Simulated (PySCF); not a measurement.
How methods differ on the ionisation energy of Mg

Mg [Ne] 3s2 (1S) → Mg+ [Ne] 3s1 (2S), as a difference of total energies. Calculation: PySCF 2.14, in x2c-TZVPall (5s4p3d, 32 functions); scalar relativity by spin-free X2C-1e. Correlated levels: valence: [Ne] frozen. The calculations carry no spin-orbit coupling.

```tsv
method	ionisation energy (eV)	error (eV)
UHF	6.621	-1.025
MN15	7.614	-0.032
TPSS	7.569	-0.077
MP2 (valence)	7.211	-0.435
SCS-MP2 (valence)	7.329	-0.317
CCSD (valence)	7.510	-0.136
```

Reference: 7.646 eV (measured; NIST Atomic Spectra Database, ionization energies).

Errors of the correlated levels include the incompleteness of this basis and the frozen core.

With two correlated electrons CCSD is exact in that space.
